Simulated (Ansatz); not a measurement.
`[CH3][Al][NH2]` radical, relaxed with UKS PBE-D4/def2-SVP in Ansatz 0.2.0 from a rough embedded geometry. The force threshold is 0.03 eV/Å; the program also tests the step.

The species carries charge 0 and has multiplicity 2.

Start:

```xyz
8

C    -0.457    1.299    0.321
Al   -0.635   -0.621    0.287
N     0.593   -1.623   -0.763
H     0.352    1.619   -0.273
H    -0.287    1.704    1.374
H    -1.434    1.819   -0.049
H     0.347   -2.684   -0.572
H     1.521   -1.513   -0.326
```

```
        step  energy (eV)  largest force (eV/Å)  largest move (Å)
           1   -9193.7136                 3.195             0.000
           2   -9193.9979                 1.370             0.152
           3   -9194.1978                 0.280             0.200
           4   -9194.2129                 0.156             0.038
5 (rejected)   -9194.1237                 1.491             0.196
           6   -9194.2317                 0.130             0.092
           7   -9194.2329                 0.048             0.056
           8   -9194.2340                 0.016             0.041
```

End:

```xyz
8

C    -0.473    1.303    0.326
Al   -0.813   -0.651    0.185
N     0.535   -1.683   -0.403
H     0.457    1.576   -0.218
H    -0.354    1.598    1.390
H    -1.312    1.898   -0.089
H     0.499   -2.700   -0.508
H     1.460   -1.341   -0.683
```

Hardware: 2 threads of a server CPU on a shared host. Wall time 7 s, peak host memory 0.18 GiB.
